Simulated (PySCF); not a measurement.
Gas-phase reaction: 2 BOF → B₂O₂ + F₂

Method: PySCF energies plus ideal-gas RRHO corrections (1 bar). Table values come from the NASA 1993 polynomials. After a fit of one offset per element over all species, the range-separated, M06-2X, PBE0/def2-QZVP and CCSD(T)/def2-TZVPP enthalpies, where run, lie to one side of the table for BOF (+19 kJ/mol): a fault of the table's entry, another state or a shared error of the levels is possible; this was not checked at source. † marks an energy on the PBE0/def2-TZVP geometry and frequencies; other levels use their own. MP2 and CCSD(T) freeze the core. All species are closed-shell singlets. B3LYP is the form with VWN-RPA correlation. MP2 isn't extrapolated to the basis-set limit; its ΔH°(298 K) is 723.1 kJ in def2-SVP and 731.7 kJ in def2-TZVPP. CCSD(T) isn't extrapolated to the basis-set limit; its ΔH°(298 K) is 689.0 kJ in def2-SVP and 698.2 kJ in def2-TZVPP. The harmonic model lacks anharmonicity and excited electronic states, which grow with temperature; levels with a mode under 35 cm⁻¹ are left out. The table's entry may be an old estimate for BOF, B₂O₂ (not checked at source). Warning, large T1 diagnostic: B₂O₂ (CCSD(T)/def2-TZVPP†).

| level | ΔH°(298 K), kJ | minus table | ΔG°(1200 K), kJ |
|---|---|---|---|
| table | 748.0 | - | 749.6 |
| B3LYP/def2-TZVP† | 702.5 | -45.5 | 698.2 |
| CCSD(T)/def2-TZVPP† | 698.2 | -49.8 | 693.9 |
| M06-2X/def2-TZVP† | 745.8 | -2.2 | 741.5 |
| MP2/def2-SVP† | 723.1 | -24.9 | 718.8 |
| MP2/def2-TZVPP† | 731.7 | -16.3 | 727.5 |
| PBE/def2-SVP | 667.5 | -80.5 | 664.8 |
| PBE0/def2-QZVP† | 708.0 | -40.0 | 703.7 |
| PBE0/def2-TZVP | 704.4 | -43.6 | 700.1 |
| r2SCAN/def2-TZVP† | 703.0 | -45.0 | 698.7 |
